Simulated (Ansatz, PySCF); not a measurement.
SiH₂, SMILES [SiH2] (connectivity only; charge and spin as stated), neutral, multiplicity 1. Atoms are numbered in the order given.

```xyz
3

Si     0.0000     0.0000     0.1806
H      0.0000     1.0855    -0.8897
H      0.0000    -1.0855    -0.8897
```
Charge 0, spin multiplicity 1.

Coordinates come from a r2SCAN-D4/def2-TZVPD optimisation. The isomer is the one that the SMILES or the coordinates give; other isomers of the formula were not compared.

Two levels are set side by side: PBE-D3(BJ)/def2-TZVPD (Ansatz, a first-principles code) and r2SCAN-D4/def2-TZVPD (Ansatz). Each level has its own optimised geometry; the coordinates shown are those of the second. Frequencies come from the Hessian of PySCF at each geometry. Differences are taken from unrounded values.

```json
[
 {"quantity": "mean bond length (Å)", "r2SCAN-D4": "1.524", "PBE-D3(BJ)": "1.539", "PBE-D3(BJ) minus r2SCAN-D4": "0.014"},
 {"quantity": "bond Si1–H2 (Å)", "r2SCAN-D4": "1.524", "PBE-D3(BJ)": "1.539", "PBE-D3(BJ) minus r2SCAN-D4": "0.014"},
 {"quantity": "bond Si1–H3 (Å)", "r2SCAN-D4": "1.524", "PBE-D3(BJ)": "1.539", "PBE-D3(BJ) minus r2SCAN-D4": "0.014"},
 {"quantity": "highest harmonic wavenumber (cm⁻¹)", "r2SCAN-D4": "2045", "PBE-D3(BJ)": "1978", "PBE-D3(BJ) minus r2SCAN-D4": "-67"},
 {"quantity": "mean harmonic wavenumber (cm⁻¹)", "r2SCAN-D4": "1698", "PBE-D3(BJ)": "1641", "PBE-D3(BJ) minus r2SCAN-D4": "-57"},
 {"quantity": "zero-point energy (kcal/mol)", "r2SCAN-D4": "7.28", "PBE-D3(BJ)": "7.04", "PBE-D3(BJ) minus r2SCAN-D4": "-0.25"}
]
```
